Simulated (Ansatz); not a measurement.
Computed with Ansatz on PBE0-D4/def2-TZVP structures; ΔE is electronic, products minus reactants. CBS: def2 TZ/QZ extrapolation, frozen cores. DFT in def2-TZVPP. B3LYP here is the variant with VWN-RPA as its local correlation; programs differ in this.

Reaction (hydrogenolysis of the Si–Cl bond): `F[Si]Cl` + H₂ → `F[SiH]` + HCl

| level | ΔE (kJ/mol) |
| --- | --- |
| PBE-D4 | 152.3 |
| B3LYP-D4 | 147.0 |
| BHLYP | 136.4 |
| LC-ωPBE | 137.4 |
| CCSD(T)/def2-SVP | 124.0 |
| CCSD(T)/def2-QZVPP | 141.4 |
| MP2/CBS(def2) | 154.9 |
| CCSD(T)/cc-pV(T+d)Z | 137.3 |

**Question.** What does CCSD(T)/CBS give? (Estimate.)

**Answer.** The calculation gave: +145.0 kJ/mol. The listed levels differ from it by 7.3, 2.0, -8.6, -7.6, -21.0, -3.6, 9.9, -7.7 kJ/mol.

Largest T1 diagnostic among the species: 0.015.

The D4 term adds +5.2 kJ/mol with B3LYP and +2.6 kJ/mol with PBE0; it sums over pairs of atoms, weighted by their polarisabilities, and B3LYP, whose exchange is more repulsive, gets the larger term. Leaving LDA and LC-ωPBE aside and taking each functional with its dispersion term where it has one, the values, not all of them listed here, spread over 14.1 kJ/mol, from BHLYP-D4 to r2SCAN-D4. From BLYP to BHLYP (50 % exact exchange), in def2-TZVPP and without D4, ΔE moves by −8.9 kJ/mol.
